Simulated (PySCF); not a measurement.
Job file and geometry (Å, from PBE0-D3(BJ)/def2-TZVP) of an NMR shielding run on `FC(F)(F)F`, CF4, GIAO B97-2/pcSseg-2 NMR shielding, non-relativistic, gas phase in PySCF; density fitting, a coarse starting grid and PySCF grid level 2 are the driver's defaults:

```
$ OMP_NUM_THREADS=2 python probes_run.py task.json out

{"job": {"kind": "nmr", "xc": "B97-2", "basis": "pcSseg-2", "pop": false}, "charge": 0, "multiplicity": 1}
F      0.479632     0.894523    -0.846098
C      0.009445    -0.009524    -0.010552
F     -0.098340     0.517708     1.192581
F     -1.176122    -0.412916    -0.420992
F      0.832517    -1.038130     0.032229
```

Q: What does the program print?

A: 
```
coarse grid: 5432 points
cycle   1  E = -437.3878953079  dE =  9.776e-01  |g| = 1.077e+00  |ddm| = 1.505e+00
cycle   2  E = -437.1899121929  dE =  1.980e-01  |g| = 1.629e+00  |ddm| = 9.490e-01
cycle   3  E = -437.5641296458  dE = -3.742e-01  |g| = 1.524e-02  |ddm| = 5.761e-01
cycle   4  E = -437.5641624716  dE = -3.283e-05  |g| = 6.782e-03  |ddm| = 1.084e-02
cycle   5  E = -437.5641670547  dE = -4.583e-06  |g| = 1.424e-03  |ddm| = 2.618e-03
final grid: 57624 points
cycle   6  E = -437.5514254197  dE = -6.997e-05  |g| = 1.090e-02  |ddm| = 2.553e-02
cycle   7  E = -437.5514173915  dE =  8.028e-06  |g| = 1.323e-02  |ddm| = 7.289e-03
cycle   8  E = -437.5514395111  dE = -2.212e-05  |g| = 1.122e-03  |ddm| = 4.265e-03
cycle   9  E = -437.5514397256  dE = -2.145e-07  |g| = 8.247e-05  |ddm| = 5.377e-04
cycle  10  E = -437.5514397264  dE = -7.344e-10  |g| = 3.767e-05  |ddm| = 3.805e-05
cycle  11  E = -437.5514397266  dE = -1.874e-10  |g| = 8.466e-06  |ddm| = 1.503e-05
converged SCF energy = -437.5514397266

GIAO shielding tensors (ppm)
atom      isotropic    diamagn.    paramagn.     s11        s22        s33       span
  0 F      248.149     468.671    -220.522    195.159    195.208    354.081    158.922
  1 C       52.297     239.624    -187.327     52.285     52.294     52.311      0.026
  2 F      248.083     468.731    -220.648    195.017    195.053    354.179    159.162
  3 F      248.095     468.694    -220.599    195.054    195.121    354.110    159.056
  4 F      248.035     468.644    -220.608    194.944    194.963    354.199    159.255
```

Q: Turn these shieldings into chemical shifts. Referencing at the same level of theory: CFCl3 for 19F (σ = 175.98 ppm); 13C (σ = 185.38 ppm) against TMS.

A: Averaging equivalent atoms: F 0/2/3/4: -72.1; C 1: 133.1 ppm. Unscaled 19F shifts against computed CFCl3 carry errors that often reach 10 to 50 ppm.

Size and cost of the density-fitted run: 180 basis functions, 18 s wall time (38 s CPU) on 2 threads of an AMD EPYC, shared host; peak memory 0.97 GiB.
